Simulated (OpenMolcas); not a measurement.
# A workflow on triplet SiH2Cl−

We compute a single-point energy (UHF/STO-3G), then a single-point energy (CASSCF(2,2)/STO-3G), then the energy (CASPT2(2,2)/STO-3G), then a single-point energy (SC-NEVPT2(2,2)/STO-3G), then the energy (MRCI(2,2)/STO-3G) of triplet SiH2Cl−. 

The results are computed with OpenMolcas 26.06.

3 further runs of the same task are left out: 1 for a known fault of the program, 2 set aside as unsound or not needed.

### 1 The structure to begin with

The species is SiH2Cl− (4 atoms), meant as a triplet with charge -1. As SMILES of the parent species, `[SiH2-]Cl`. The coordinates come from a GFN2-xTB relaxation. That shape belongs to the parent species and isn't relaxed for this state.

Bond lengths: Si1–Cl2 2.290 Å, Si1–H3 1.492 Å, Si1–H4 1.493 Å. Angles: Cl2–Si1–H3 95.2°, Cl2–Si1–H4 94.9°, H3–Si1–H4 98.8°.

### 2 The energy at UHF/STO-3G (run 1)

step1.input

```
* ClH2Si Hartree-Fock

&GATEWAY
  BASLIB=$CurrDir
  COORD
  4
  angstrom
  Si      -0.487890       0.431230       0.253920
  Cl       1.672110      -0.122480       0.774530
  H       -0.971070      -0.977580       0.165380
  H       -0.213160       0.668840      -1.193830
  BASIS=STO-3G
  GROUP=NoSym

&SEWARD

&SCF
  UHF
  CHARGE=-1
  SPIN=3
  SCRAMBLE=0.25
  PRORBITALS=1 1
```

The basis set STO-3G is read from a file made from the Basis Set Exchange's data (not shown).

Run with:

```console
export MOLCAS_MEM=1860
pymolcas step1.input > step1.log
```

Log:

```text
--- Start Module: gateway ---
[...]
--- Stop Module: gateway /rc=_RC_ALL_IS_WELL_ ---
--- Start Module: seward ---
[...]
      Basis functions           20
--- Stop Module: seward /rc=_RC_ALL_IS_WELL_ ---
--- Start Module: scf ---
[...]
       Convergence after  14 Iterations
[...]
::    Total SCF energy                               -741.0672513771
[...]
      Total spin, S                                     1.0014294381
[...]
      Total electronic charge=   34.000000
      Total            charge=   -1.000000
[...]
      Dipole Moment (debye):
      Origin of the operator (angstrom)=    0.6716    0.1150    0.5103
                   X= -1.9340E+00               Y=  1.6351E+00               Z=  9.1641E-01           Total=  2.6933E+00
      Center of Charge (angstrom)
[...]
--- Stop Module: scf /rc=_RC_ALL_IS_WELL_ ---
[...]
```

It took 1.8 s on 1 thread of Arm Neoverse V1, shared host; peak memory 0.37 GiB.

### 3 The energy at CASSCF(2,2)/STO-3G (run 2)

step2.inp

```
* ClH2Si CASSCF

&GATEWAY
  BasLib
  $CurrDir
  Coord
  4
  angstrom
  Si      -0.487890       0.431230       0.253920
  Cl       1.672110      -0.122480       0.774530
  H       -0.971070      -0.977580       0.165380
  H       -0.213160       0.668840      -1.193830
  Basis
  STO-3G
  Group
  NoSym

&SEWARD

&RASSCF
  FileOrb
  $CurrDir/step1.UnaOrb
  Spin
  3
  Nactel
  2 0 0
  Inactive
  16
  Ras2
  2
  OrbListing
  Nothing
  OrbAppear
  Compact
```

The basis set STO-3G is read from a file made from the Basis Set Exchange's data (not shown).

Run with:

```console
export MOLCAS_MEM=1860
pymolcas step2.inp > step2.log
```

Log:

```text
--- Start Module: gateway ---
[...]
--- Stop Module: gateway /rc=_RC_ALL_IS_WELL_ ---
--- Start Module: seward ---
[...]
      Basis functions           20
--- Stop Module: seward /rc=_RC_ALL_IS_WELL_ ---
--- Start Module: rasscf ---
[...]
      Number of active orbitals                  2
[...]
      Spin quantum number                      1.0
[...]
      Active orbitals                            2
[...]
      Number of CSFs                             1
[...]
      Number of root(s) required                 1
[...]
      Convergence after  8 iterations
[...]
      printout of CI-coefficients larger than  0.05 for root  1
      energy=    -741.066467
      conf/sym  11     Coeff  Weight
             1  uu   1.00000 1.00000
      Natural orbitals and occupation numbers for root  1
      sym 1:   1.000000   1.000000
      ************************************************************************************************************************
      *                                                    Final results                                                     *
[...]
::    RASSCF root number  1 Total energy:   -741.06646699
[...]
      Total electronic charge=   34.000000
      Total            charge=   -1.000000
[...]
      Dipole Moment (debye):
      Origin of the operator (angstrom)=    0.6716    0.1150    0.5103
                   X= -1.9245E+00               Y=  1.6279E+00               Z=  9.1285E-01           Total=  2.6809E+00
      Center of Charge (angstrom)
[...]
--- Stop Module: rasscf /rc=_RC_ALL_IS_WELL_ ---
[...]
```

Run time: 1.8 s. Hardware: 1 thread of Arm Neoverse V1, shared host; peak memory 0.37 GiB.

### 4 The energy at CASPT2(2,2)/STO-3G (run 3)

step3.inp

```
&GATEWAY
BasLib
$CurrDir
Coord
4
angstrom
Si      -0.487890       0.431230       0.253920
Cl       1.672110      -0.122480       0.774530
H       -0.971070      -0.977580       0.165380
H       -0.213160       0.668840      -1.193830
Basis
STO-3G
Group
NoSym
&SEWARD
&RASSCF
FileOrb
$CurrDir/step2.RasOrb
Spin
3
Nactel
2 0 0
Inactive
16
Ras2
2
OrbListing
Nothing
OrbAppear
Compact
&CASPT2
Imaginary
0.1
Frozen
10
```

The basis set STO-3G is read from a file made from the Basis Set Exchange's data (not shown).

Run with:

```console
export MOLCAS_MEM=1860
pymolcas step3.inp > step3.log
```

Log:

```text
--- Start Module: gateway ---
[...]
--- Stop Module: gateway /rc=_RC_ALL_IS_WELL_ ---
[...]
      Basis functions           20
[...]
--- Start Module: rasscf ---
[...]
      Number of active orbitals                  2
[...]
      Spin quantum number                      1.0
[...]
      Active orbitals                            2
[...]
      Number of CSFs                             1
[...]
      Number of root(s) required                 1
[...]
      Convergence after  4 iterations
[...]
      printout of CI-coefficients larger than  0.05 for root  1
      energy=    -741.066467
      conf/sym  11     Coeff  Weight
             1  uu   1.00000 1.00000
      Natural orbitals and occupation numbers for root  1
      sym 1:   1.000000   1.000000
      ************************************************************************************************************************
      *                                                    Final results                                                     *
[...]
::    RASSCF root number  1 Total energy:   -741.06646699
[...]
      Total electronic charge=   34.000000
      Total            charge=   -1.000000
[...]
      Dipole Moment (debye):
      Origin of the operator (angstrom)=    0.6716    0.1150    0.5103
                   X= -1.9245E+00               Y=  1.6279E+00               Z=  9.1284E-01           Total=  2.6809E+00
      Center of Charge (angstrom)
[...]
--- Stop Module: rasscf /rc=_RC_ALL_IS_WELL_ ---
--- Start Module: caspt2 ---
[...]
 ###    WARNING: User changed nr of frozen orbitals.                         ###
 ###############################################################################
[...]
      E2 (Variational):          -0.0249792302
      Total energy:            -741.0914462191
[...]
      Reference weight:           0.98670
[...]
::    CASPT2 Root  1     Total energy:   -741.09144622
[...]
--- Stop Module: caspt2 /rc=_RC_ALL_IS_WELL_ ---
[...]
```

Run time: 1.8 s. Hardware: 1 thread of Arm Neoverse V1, shared host; peak memory 0.37 GiB.

### 5 A single-point energy at SC-NEVPT2(2,2)/STO-3G (run 4)

step4.input

```
&GATEWAY
BasLib=$CurrDir
Coord
4
angstrom
Si      -0.487890       0.431230       0.253920
Cl       1.672110      -0.122480       0.774530
H       -0.971070      -0.977580       0.165380
H       -0.213160       0.668840      -1.193830
Basis=STO-3G
Group=NoSym
&SEWARD
&RASSCF
FileOrb=$CurrDir/step2.RasOrb
Spin=3
Nactel=2 0 0
Inactive=16
Ras2=2
OrbListing=Nothing
OrbAppear=Compact
&CASPT2
SC-NEVPT2
Frozen=10
```

The basis set STO-3G is read from a file made from the Basis Set Exchange's data (not shown).

Run with:

```console
export MOLCAS_MEM=1860
pymolcas step4.input > step4.log
```

Log:

```text
--- Start Module: gateway ---

                                              &GATEWAY

                       available to each process: 1.9 GB of memory, 1 thread

 Basis Set     1 Label: SI.STO-3G
 Basis set is read from library:.
 basistype.tbl is not found

 Basis Set     2 Label: CL.STO-3G
 Basis set is read from library:.
 basistype.tbl is not found

 Basis Set     3 Label: H.STO-3G
 Basis set is read from library:.
 basistype.tbl is not found

++    Symmetry information:
      ---------------------

                    Character Table for C1

                             E
                    a        1  x, y, xy, Rz, z, xz, Ry, yz, Rx, I
--

++    Basis set information:
      ----------------------

      Basis set label: SI.STO-3G.........

      Electronic valence basis set:
      ------------------
      Associated Effective Charge  14.000000 au
      Associated Actual Charge     14.000000 au
      Nuclear Model: Point charge

      Shell  nPrim  nBasis  Cartesian Spherical Contaminant
         s       9       3        X
[... 117 lines left out ...]
      Nuclear repulsion energy =   71.49730535
[... 76 lines left out ...]
      Convergence after  4 iterations
[... 10 lines left out ...]
      printout of CI-coefficients larger than  0.05 for root  1
[... 1 line left out ...]
      conf/sym  11     Coeff  Weight
[... 6 lines left out ...]
      *                                                    Final results                                                     *
[... 6 lines left out ...]
      RASSCF energy for state  1                   -741.06646699
[... 12 lines left out ...]
::    RASSCF root number  1 Total energy:   -741.06646699
[... 29 lines left out ...]
      Dipole Moment (debye):
[... 30 lines left out ...]
      Spin density orbitals for root   1 are written to the SPDORB.1 file
[... 56 lines left out ...]
      Imaginary shift                            0.00
[... 13 lines left out ...]
********************************************************************************
 Multi-State initialization phase begins for group   1
--------------------------------------------------------------------------------
********************************************************************************
 Compute H0 matrices for state    1
--------------------------------------------------------------------------------
--------------------------------------------------------------------------------
 H0 matrices have been computed.

********************************************************************************
  NEVPT2 EQUATION SOLUTION
--------------------------------------------------------------------------------
 ###############################################################################
 ###    Location: AixRd                                                      ###
 ###    File: LUCIEX                                                         ###
 ###    Premature abort while reading buffer from disk                       ###
 ###    End of file reached                                                  ###
 ###############################################################################
 ###############################################################################

--- Stop Module: caspt2 /rc=-6 ---

.########################.
.# Non-zero return code #.
.########################.

    Timing: Wall=1.53 User=1.14 System=0.38
```

Run time: 1.8 s. Hardware: 1 thread of Arm Neoverse V1, shared host; peak memory 0.37 GiB.

The program stopped with an error.

### 6 The energy at MRCI(2,2)/STO-3G (run 5)

step5.inp

```
&GATEWAY
 BasLib=$CurrDir
 Coord
 4
 angstrom
 Si      -0.487890       0.431230       0.253920
 Cl       1.672110      -0.122480       0.774530
 H       -0.971070      -0.977580       0.165380
 H       -0.213160       0.668840      -1.193830
 Basis=STO-3G
 Group=NoSym

&SEWARD

&RASSCF
 FileOrb=$CurrDir/step2.RasOrb
 Spin=3
 Nactel=2 0 0
 Inactive=16
 Ras2=2
 OrbListing=Nothing
 OrbAppear=Compact

&MOTRA
 LumOrb
 Frozen=10

&GUGA
 Electrons=14
 Spin=3
 Inactive=6
 Active=2
 CIAll=1

&MRCI
 SDCI
```

The basis set STO-3G is read from a file made from the Basis Set Exchange's data (not shown).

Run with:

```console
export MOLCAS_MEM=1860
pymolcas step5.inp > step5.log
```

Log:

```text
--- Start Module: gateway ---
[...]
--- Stop Module: gateway /rc=_RC_ALL_IS_WELL_ ---
[...]
      Basis functions           20
[...]
      Number of active orbitals                  2
[...]
      Spin quantum number                      1.0
[...]
      Active orbitals                            2
[...]
      Number of CSFs                             1
[...]
      Number of root(s) required                 1
[...]
      Convergence after  4 iterations
[...]
      printout of CI-coefficients larger than  0.05 for root  1
      energy=    -741.066467
      conf/sym  11     Coeff  Weight
             1  uu   1.00000 1.00000
      Natural orbitals and occupation numbers for root  1
      sym 1:   1.000000   1.000000
      ************************************************************************************************************************
      *                                                    Final results                                                     *
[...]
::    RASSCF root number  1 Total energy:   -741.06646699
[...]
      Dipole Moment (debye):
      Origin of the operator (angstrom)=    0.6716    0.1150    0.5103
                   X= -1.9245E+00               Y=  1.6279E+00               Z=  9.1284E-01           Total=  2.6809E+00
      Center of Charge (angstrom)
[...]
      *** WARNING: Default frozen orbitals is overwritten by user input.
      *** Default values:   7
[...]
--- Start Module: guga ---
[...]
--- Stop Module: guga /rc=_RC_ALL_IS_WELL_ ---
--- Start Module: mrci ---
[...]
       (But an ACPF correction will be computed)
       USE THE DEFAULT ACPF G-VALUE GFAC=  0.14285714285714285
[...]
                      CI ENERGY:  -741.10482161
[...]
                ACPF CORRECTION:    -0.00111664
[...]
      Total electronic charge=   34.000000
      Total            charge=   -1.000000
[...]
     ACPF CORRECTION:     -0.00111664
[...]
  CI State   1     Total energy:   -741.10482161     QDav:     -0.00130910     QACPF:     -0.00111664
[...]
--- Stop Module: mrci /rc=_RC_ALL_IS_WELL_ ---
[...]
```

Wall time 1.9 s (1 thread of Arm Neoverse V1, shared host); peak memory 0.37 GiB.

### 7 Summary of results

```
                                             quantity                value
                      run 1, UHF/STO-3G: total energy        -741.06725 Eh
run 1, UHF/STO-3G: HOMO energy (highest over α and β)              6.42 eV
 run 1, UHF/STO-3G: LUMO energy (lowest over α and β)             12.09 eV
                              run 1, UHF/STO-3G: ⟨S²⟩                2.004
              run 2, CASSCF(2,2)/STO-3G: total energy        -741.06647 Eh
              run 3, CASPT2(2,2)/STO-3G: total energy        -741.09145 Eh
                run 5, MRCI(2,2)/STO-3G: total energy        -741.10482 Eh
                         run 4, SC-NEVPT2(2,2)/STO-3G  no result (crashed)
```

Mulliken charges (run 1, UHF/STO-3G) run from -0.75 on Cl2 to +0.25 on Si1; they depend strongly on the basis. The HOMO (run 1, UHF/STO-3G) lies at positive energy, 6.42 eV: the electron is unbound at this level or held by a compact basis; values depend on the basis. Mulliken charges (run 3, CASPT2(2,2)/STO-3G) of the CASSCF density run from -0.75 on Cl2 to +0.25 on Si1. Mulliken charges (run 5, MRCI(2,2)/STO-3G) of the CASSCF density run from -0.75 on Cl2 to +0.25 on Si1; they depend strongly on the basis. 1 of the 5 runs did not end normally.
